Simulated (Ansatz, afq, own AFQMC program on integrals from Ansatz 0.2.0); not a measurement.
## Atomization energy of O₂, singlet

```
atom   x (Å)   y (Å)   z (Å)
   O  0.0000  0.0000  0.0000
   O  0.0000  0.0000  1.1930
```

Atoms in their ground-state spins without spin–orbit coupling (mostly on UHF) minus the molecule (RHF), without zero-point energy. The geometry is a stationary point, not shown to be a minimum.

Basis 6-31G. Noble-gas cores (and the filled d shells of Ga–Kr and In–Xe) are frozen. Ansatz 0.2.0 and our own AFQMC program on the same integrals; the CISD trial comes from CCSD amplitudes, and released means the phaseless constraint is let go. Error bars are statistical, one sigma. The errors of all members are added in quadrature.

Full CI is exact in this basis; where marked, its frozen core comes from its own orbitals, which moves totals by up to a few meV.

Errors are counted within 6-31G, not against nature.

Cautions: O₂ (singlet): higher spins were not checked, restricted determinant unstable towards unrestricted (UHF 1.47 eV lower, ⟨S²⟩ 1.01), (Q) is large, 166 meV, so the cluster series hasn't closed, the CCSDT(Q) amplitudes may be one of several solutions (largest double 0.74), the CCSDTQ amplitudes may be one of several solutions (largest double 0.97), the released energies are still falling, so no released level is given (meV from the phaseless value at times in 1/Eh: -14 ± 20 at 0.24, -21 ± 16 at 0.50, -33 ± 14 at 1.00, -49 ± 16 at 1.50), the determinant fills πx and πy unequally, so it mixes two states of the linear molecule, and each level undoes that mixture to a different degree, while full CI gives the lower state, and by Hund's rule a triplet of that filling probably lies lower still, CCSDTQ on the UHF determinant differs (1.16 eV lower), perhaps since the unrestricted series falls towards higher spin, full CI with its own frozen core, its ph-AFQMC/CISD value lies 158 ± 16 meV above full CI.

| level | atomization energy (kJ/mol) |
| --- | --- |
| CCSD | 120.9 |
| HF | -259.7 |

Task: From these cheaper values, estimate the atomization energy at the reference level in 6-31G.

Result: 167.6 kJ/mol (full CI in 6-31G).

```tsv
level	atomization energy (kJ/mol)	error against FCI (kJ/mol)
MP2	177.1	9.6
CCSD(T)	142.5	-25.1
CCSDT	154.9	-12.7
CCSDT(Q)	170.8	3.3
CCSDTQ	166.4	-1.2
ph-AFQMC/HF	154.2 ± 6.1	-13.4 ± 6.1
ph-AFQMC/CISD	152.3 ± 1.5	-15.3 ± 1.5
```

Correlation beyond CCSD(T) adds 25.1 kJ/mol. The perturbative (T) step is worth +21.6 kJ/mol. Where a determinant mixes two states, these steps and errors hold in part the undoing of that mixture, and only full CI is sure.

CCSDT and higher add their correlation energy to the determinant of the CCSD(T) run, since their own runs factorise the integrals more tightly (a shift of under 2 meV).
